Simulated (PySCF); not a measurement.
# H2ClO(-): chloride and water

Made of chloride and water. The whole: charge -1, singlet.

```json
{"part": "1", "name": "chloride", "SMILES": "[Cl-]", "atoms": "1", "charge": "-1", "multiplicity": "1"}
{"part": "2", "name": "water", "SMILES": "O", "atoms": "2–4", "charge": "0", "multiplicity": "1"}
```

```xyz
4

Cl   -0.005    0.079   -0.023
O    -2.009   -1.326   -1.922
H    -1.616   -2.188   -1.768
H    -1.440   -0.751   -1.349
```
Atoms count from 1 in this order.

In these coordinates Cl1···H4 is 2.122 Å. Part 2 is then moved rigidly along that line, all else held; at short range other atoms may come into contact.

The starting structure comes from a short search with a few starts; no frequency run checks that it is a minimum, and another way of binding may lie lower.

Method: CCSD(T)/aug-cc-pVDZ and MP2/aug-cc-pVTZ, aug-cc-pVQZ counterpoise interaction energy, frozen core, gas phase (PySCF 2.14.0). The geometry comes from PBE0-D3(BJ)/def2-TZVPD.

Counterpoise energies in eV, cluster less the parts frozen as they stand in it; small is aug-cc-pVDZ, large aug-cc-pVQZ. Estimated limit: HF in aug-cc-pVQZ, MP2 correlation extrapolated as X⁻³ from aug-cc-pVTZ and aug-cc-pVQZ, and CCSD(T) less MP2 in aug-cc-pVDZ; it isn't the exact limit.

```
Cl1···H4 (Å)  HF large  MP2 large  SCS-MP2 large  CCSD(T) small  CCSD(T) limit est.
       1.910    -0.414     -0.613         -0.557         -0.504              -0.601
       2.016    -0.495     -0.658         -0.611         -0.569              -0.650
       2.122    -0.537     -0.672         -0.632         -0.599              -0.666
       2.228         ?          ?              ?              ?                   ?
       2.334         ?          ?              ?              ?                   ?
       2.652    -0.506     -0.555         -0.537         -0.531              -0.554
       3.183    -0.389     -0.403         -0.396         -0.394              -0.403
       4.244    -0.229     -0.225         -0.223         -0.221              -0.224
```

Task: Fill in the withheld rows.

Result: 
```csv
Cl1···H4 (Å),HF large,MP2 large,SCS-MP2 large,CCSD(T) small,CCSD(T) limit est.
2.228,-0.555,-0.666,-0.632,-0.606,-0.662
2.334,-0.555,-0.646,-0.617,-0.598,-0.643
```

The 8 runs took 2.9 min in all, one thread each of Arm Neoverse N1 on a shared host, launched as `OMP_NUM_THREADS=1 python cluster_run.py task.json out`.
